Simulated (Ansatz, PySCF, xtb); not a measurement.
Pair of molecules: HF (SMILES F) (first 2 atoms) with HF (SMILES F); geometry from NCB31 set.
(charge 0, multiplicity 1):
```csv
atom,x (Å),y (Å),z (Å)
F,1.3237,-0.0902,0.0000
H,1.7404,0.7334,0.0000
F,-1.4572,0.0193,0.0000
H,-0.5393,-0.0947,0.0001
```

Monomers are frozen at their geometry in the pair; levels with a basis set take the counterpoise correction. Rows marked so take none.

Correlated levels freeze the cores. CBS(a, b) extrapolates the correlation energy as X⁻³ and adds the Hartree–Fock energy of set b. Rows in 3-21G, 6-31G* carry no dispersion term and start afresh at each structure (6-31G* with six Cartesian d functions). MP2/6-31G* freezes PySCF's default core.

Programs: Ansatz (Gaussian basis) for Hartree–Fock, density functionals and correlated methods; PySCF for 3-21G rows, 6-31G* rows, the dispersion terms; xtb for the GFN methods. 

```json
[
 {"level": "GFN2-xTB", "interaction energy (kcal/mol)": "-4.63"},
 {"level": "SVWN5/def2-TZVPPD", "interaction energy (kcal/mol)": "-7.00"},
 {"level": "r2SCAN-D4/def2-TZVPPD", "interaction energy (kcal/mol)": "-4.94"},
 {"level": "B3LYP/3-21G (no counterpoise)", "interaction energy (kcal/mol)": "-13.31"},
 {"level": "PBE0-D3(BJ)/def2-TZVPPD", "interaction energy (kcal/mol)": "-4.78"},
 {"level": "MP2/6-31G* (no counterpoise)", "interaction energy (kcal/mol)": "-7.24"},
 {"level": "SCS-MP2/aug-cc-pVDZ", "interaction energy (kcal/mol)": "…"},
 {"level": "SCS-MP2/aug-cc-pVQZ", "interaction energy (kcal/mol)": "…"},
 {"level": "CCSD(T)/CBS(aug-cc-pVTZ, aug-cc-pVQZ)", "interaction energy (kcal/mol)": "-4.61"}
]
```

Task: Complete the blanks.

Result: 
- SCS-MP2/aug-cc-pVDZ, interaction energy (kcal/mol): -3.72
- SCS-MP2/aug-cc-pVQZ, interaction energy (kcal/mol): -4.08

Ansatz is a first-principles code.
